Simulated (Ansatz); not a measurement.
Molecule: cyanoethylene, C3H3N, net charge 0, singlet state. 
Coordinates optimised at B3LYP-D3(BJ)/def2-TZVP (Ansatz, a program for electronic structure):
```xyz
7

C     -0.1624    -1.6316     0.0047
C      0.5687    -0.5193    -0.0022
C     -0.0050     0.7858    -0.0018
H     -1.2435    -1.6002     0.0112
H      0.3125    -2.6029     0.0041
H      1.6516    -0.5573    -0.0087
N     -0.4469     1.8501    -0.0016
```

CCSD(T) with Ansatz in growing basis sets, 20 correlated electrons. Correlated levels leave the core frozen unless marked. UHF or UKS for open shells. Spin-orbit coupling is left out. No relativistic terms. Costs are ratios of core time to the smallest set, on shared machines of one kind, and rough; they hold the program's checks for lower states.

```
basis        functions  cost over smallest  E(corr) (Eh)  electronic atomisation energy (kcal/mol)
-----------  ---------  ------------------  ------------  ----------------------------------------
aug-cc-pVDZ        119                  1×       -0.6088                                     701.4
aug-cc-pVTZ        253                 10×             ?                                         ?
```

Q: What does the step to aug-cc-pVTZ buy, and how does its cost grow by formal scaling?

A: Formally CCSD grows as o²v⁴ and (T) as o³v⁴; with o = 10 and v going from 105 to 239 both grow 27-fold in the last step, while integrals and the mean field grow more slowly. That step adds 106.9 mEh of correlation energy and 40.3 kcal/mol to the atomisation energy. Row: E(corr) (Eh) -0.7157, electronic atomisation energy (kcal/mol) 741.7.
